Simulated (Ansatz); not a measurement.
Mulliken charges of C$_{3}$H$_{5}$NO, SMILES `CC(=N)C=O` from r2SCAN/def2-TZVPP in Ansatz (PBE0-D4/def2-TZVP geometry).

```json
{"atom": "C1", "x (Å)": "-0.417", "y (Å)": "-0.503", "z (Å)": "1.139", "charge (e)": "-0.117"}
{"atom": "C2", "x (Å)": "0.189", "y (Å)": "0.331", "z (Å)": "0.063", "charge (e)": "0.066"}
{"atom": "N3", "x (Å)": "0.772", "y (Å)": "1.428", "z (Å)": "0.298", "charge (e)": "-0.244"}
{"atom": "C4", "x (Å)": "0.079", "y (Å)": "-0.193", "z (Å)": "-1.354", "charge (e)": "0.165"}
{"atom": "O5", "x (Å)": "0.529", "y (Å)": "0.398", "z (Å)": "-2.296", "charge (e)": "-0.277"}
{"atom": "H6", "x (Å)": "0.030", "y (Å)": "-1.502", "z (Å)": "1.151", "charge (e)": "0.060"}
{"atom": "H7", "x (Å)": "-0.269", "y (Å)": "-0.031", "z (Å)": "2.108", "charge (e)": "0.077"}
{"atom": "H8", "x (Å)": "-1.489", "y (Å)": "-0.639", "z (Å)": "0.963", "charge (e)": "0.060"}
{"atom": "H9", "x (Å)": "1.106", "y (Å)": "1.821", "z (Å)": "-0.588", "charge (e)": "0.169"}
{"atom": "H10", "x (Å)": "-0.445", "y (Å)": "-1.162", "z (Å)": "-1.482", "charge (e)": "0.042"}
```

Question: By hand: the dipole of these point charges (1 e Å = 4.8032 D).

Answer: Σ q r = (-0.201, -0.282, 0.338) e Å, of length 0.484 e Å = 2.32 D.

Question: How does the dipole of the full density compare? (An estimate is asked.)

Answer: The calculation gave: (-0.278, -0.456, 0.177) e Å, 2.70 D; the point charges give 0.86 times that, at 26° from its direction.

Point charges leave out the atoms' own dipoles, such as those of lone pairs, and Mulliken's split depends on the basis, so the two needn't agree.
